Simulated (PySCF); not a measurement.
## Ionisation energy of B by level of theory

B [He] 2s2 2p1 (2P) → B⁺ [He] 2s2 (1S), as a difference of total energies. All numbers are calculated (PySCF 2.14, the non-relativistic Hamiltonian (point nucleus), in aug-cc-pVDZ (4s3p2d, 23 functions)). Correlated levels: valence: 1s2 frozen. The calculations carry no spin-orbit coupling.

```
           method  ionisation energy (eV)
              UHF                   8.043
             MN15                   8.222
             PBE0                   8.663
    MP2 (valence)                   8.163
SCS-MP2 (valence)                   8.127
   CCSD (valence)                   8.068
CCSD(T) (valence)                   8.093
```

Errors of the correlated levels include the incompleteness of this basis and the frozen core.

The coupled-cluster amplitudes are large for B⁺ (T1 above 0.03 or a double amplitude above 0.15), so a single reference is strained.

Task: Which method comes closest to the reference value, and which is furthest?

Result: The reference is 8.297 eV (measured; NIST levels, between the centres of gravity of the two terms). Closest: MN15 (error -0.075 eV); furthest: PBE0 (error 0.366 eV).
